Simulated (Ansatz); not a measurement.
**AlH₃ (triplet): the correlation ladder, def2-QZVPP**

One table from this session's results is given with a row withheld; the runs are named, their logs left out.

Method: def2-QZVPP, core rule «outside noble gas», up to 5 orbitals frozen; program: Ansatz 0.2.0, Gaussian basis.

The runs, in order: UHF; ROHF; CCSD(T) on UHF.

2 further runs of the same task are left out: 2 set aside as unsound or not needed.

### The geometry

The geometry is a PBE0/def2-TZVP stationary point (not a proven minimum) of the parent state, kept for this charge and spin.

4 atoms, charge 0, spin multiplicity 3.

Atoms are counted from 1 here; the program's logs count them from 0.

Bond lengths: Al1–H2 1.560 Å, Al1–H3 1.560 Å. Angles: H2–Al1–H3 167.6°.

The first run:

The input, in.yaml:

```yaml
crystal:
  periodic: [false, false, false]
  atoms:
    - {symbol: Al, position_ang: [0.000000, 0.057143, 0.000000]}
    - {symbol: H, position_ang: [0.000000, 0.226182, -1.551199]}
    - {symbol: H, position_ang: [0.000000, 0.226189, 1.551197]}
    - {symbol: H, position_ang: [0.000000, -1.982029, 0.000004]}
basis:
  gaussian: {orbitals: "def2-QZVPP.json"}
magnetization: {spin_polarized: true, initial_magnetization: 2}
hamiltonian: {xc: hf}
output: {orbitals: {seedname: orbitals}}
```

Run with:

```console
$ ansatz run in.yaml --threads 1 --pin off --events-out ev --progress --plain --max-ram 2393MiB
```

Steps of the session up to this table: UHF; ROHF; CCSD(T) on UHF.

One table of the session follows, with a row left open; its other results are not shown here.

| method | from UCCSD(T) (kJ/mol) |
| --- | --- |
| ROHF | ? |
| UHF | +280.0 |
| UMP2 | +62.9 |
| UCCSD | +7.8 |
| UCCSD(T) | 0 |

Q: Estimate the row for ROHF from the others.

**Answer.** from UCCSD(T) (kJ/mol): +287.4. In the column «from UCCSD(T) (kJ/mol)» it is the highest.
